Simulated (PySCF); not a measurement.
Reaction (SMILES): ClC(Cl)Cl + 3 [H][H] (H2) → C (CH4) + 3 Cl (HCl)
B3LYP-D3(BJ)/def2-TZVP geometries, fixed; electronic energies without zero-point terms.
Largest species:
```xyz
5

C     -0.0077     0.0005     0.4558
H     -0.0259     0.0016     1.5371
Cl     0.0149     1.6916    -0.0853
Cl     1.4596    -0.8576    -0.0583
Cl    -1.4702    -0.8343    -0.1077
```
Charge 0, spin multiplicity 1.

Effect of the atomic grid (radial, angular points) at PBE/aug-cc-pV(T+d)Z with PySCF, against the last row, where the energy of full hydrogenation is -67.01 kcal/mol. Cost is core time over that of atom_grid: 30, 110, unpruned, rough, on shared machines of one kind.

```tsv
setting	grid points, largest species	largest shift of a total energy (mEh)	shift of the energy of full hydrogenation (kcal/mol)	cost
atom_grid: 30, 110, unpruned	16504	2.990	-0.206	1×
atom_grid: 50, 194, unpruned	48504	-0.041	-0.024	1×
atom_grid: 75, 302, unpruned	113256	-0.004	-0.003	2×
atom_grid: 99, 590, unpruned	292056	0.000	0.000	3×
atom_grid: 150, 974, unpruned	730504	0.000	0.000	7×
```

Within 0.02 kcal/mol in the energy of full hydrogenation: atom_grid: 75, 302, unpruned; atom_grid: 99, 590, unpruned. The largest shift is 2.990 mEh in a total energy and 0.206 kcal/mol in the difference.
